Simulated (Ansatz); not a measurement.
**C₇H₁₆: basis-set convergence**

One table from this session's results is given with a row withheld; the runs are named, their logs left out.

Method: one geometry, several basis sets; program: Ansatz 0.2.0, Gaussian basis.

Plan: PBE0-D4/def2-SVP; ωB97M-V/def2-SVP; PBE0-D4/def2-QZVPP; ωB97M-V/def2-QZVPP; the functionals' def2-TZVPP values are taken from earlier runs.

1 further run of the same task is left out (it didn't finish).

**The geometry**

All runs share one geometry, relaxed beforehand with PBE0-D4 in a triple-zeta def2 set.

SMILES `CCCCC(C)C`, 23 atoms, charge 0, spin multiplicity 1.

Atoms are counted from 1 here; the program's logs count them from 0.

Bond lengths: C1–C2 1.519 Å, C1–H8 1.094 Å, C1–H9 1.094 Å, C1–H10 1.092 Å, C2–C3 1.520 Å, C2–H11 1.096 Å, C2–H12 1.096 Å, C3–C4 1.519 Å, C3–H13 1.098 Å, C3–H14 1.096 Å, C4–C5 1.526 Å, C4–H15 1.097 Å, C4–H16 1.099 Å, C5–C6 1.522 Å, C5–C7 1.522 Å, C5–H17 1.099 Å, C6–H18 1.093 Å, C6–H19 1.095 Å and more. Angles: C2–C1–H8 111.1°, C2–C1–H9 111.1°, C2–C1–H10 111.7°, H8–C1–H9 107.4°, H8–C1–H10 107.7°, H9–C1–H10 107.7°, C1–C2–C3 113.1°, C1–C2–H11 109.6°, C1–C2–H12 109.7°, C3–C2–H11 109.1°, C3–C2–H12 109.2°, H11–C2–H12 105.9°, C2–C3–C4 113.1°, C2–C3–H13 109.2°, C2–C3–H14 108.8°, C4–C3–H13 109.3°, C4–C3–H14 110.2°, H13–C3–H14 106.0° and more.

Set-up of the first run:

Contents of in.yaml:

```yaml
crystal:
  periodic: [false, false, false]
  atoms:
    - {symbol: C, position_ang: [-3.377396, 0.107893, -0.769594]}
    - {symbol: C, position_ang: [-2.147723, -0.662685, -0.322062]}
    - {symbol: C, position_ang: [-0.925857, 0.222267, -0.135777]}
    - {symbol: C, position_ang: [0.305544, -0.549261, 0.308333]}
    - {symbol: C, position_ang: [1.534728, 0.304706, 0.607083]}
    - {symbol: C, position_ang: [2.032269, 1.050931, -0.622968]}
    - {symbol: C, position_ang: [2.646244, -0.552631, 1.194633]}
    - {symbol: H, position_ang: [-3.648427, 0.875349, -0.038904]}
    - {symbol: H, position_ang: [-3.200283, 0.612026, -1.723964]}
    - {symbol: H, position_ang: [-4.241050, -0.548933, -0.896718]}
    - {symbol: H, position_ang: [-1.916208, -1.444817, -1.054600]}
    - {symbol: H, position_ang: [-2.361366, -1.184620, 0.618019]}
    - {symbol: H, position_ang: [-1.152861, 1.000677, 0.604309]}
    - {symbol: H, position_ang: [-0.723593, 0.747955, -1.075584]}
    - {symbol: H, position_ang: [0.053933, -1.124768, 1.207828]}
    - {symbol: H, position_ang: [0.567863, -1.290450, -0.458946]}
    - {symbol: H, position_ang: [1.245722, 1.049141, 1.361739]}
    - {symbol: H, position_ang: [2.923204, 1.639567, -0.389481]}
    - {symbol: H, position_ang: [2.299892, 0.346341, -1.417641]}
    - {symbol: H, position_ang: [1.280758, 1.734727, -1.022345]}
    - {symbol: H, position_ang: [2.966678, -1.314312, 0.476274]}
    - {symbol: H, position_ang: [3.521843, 0.049650, 1.450364]}
    - {symbol: H, position_ang: [2.316095, -1.068752, 2.099991]}
basis:
  gaussian: {orbitals: def2-SVP}
hamiltonian: {xc: pbe0, dispersion: d4}
output: {orbitals: {seedname: orbitals}}
```

Steps of the session up to this table: PBE0-D4 in def2-SVP; ωB97M-V in def2-SVP; PBE0-D4 in def2-QZVPP; ωB97M-V in def2-QZVPP.

One of the session's tables, all rows but one given; the rest of the session is left out.

It belongs to the step «Density functionals: the series». 

| functional | basis | HOMO (eV) | LUMO (eV) |
| --- | --- | --- | --- |
| PBE0-D4 | def2-SVP | -8.61 | 1.81 |
| PBE0-D4 | def2-TZVPP | -8.59 | 1.20 |
| PBE0-D4 | def2-QZVPP | ? | ? |
| ωB97M-V | def2-SVP | -10.88 | 3.45 |
| ωB97M-V | def2-TZVPP | -10.87 | 2.61 |
| ωB97M-V | def2-QZVPP | -10.87 | 1.97 |

**Question.** Estimate the row for PBE0-D4, def2-QZVPP.

As computed: HOMO (eV): -8.59; LUMO (eV): 0.81.
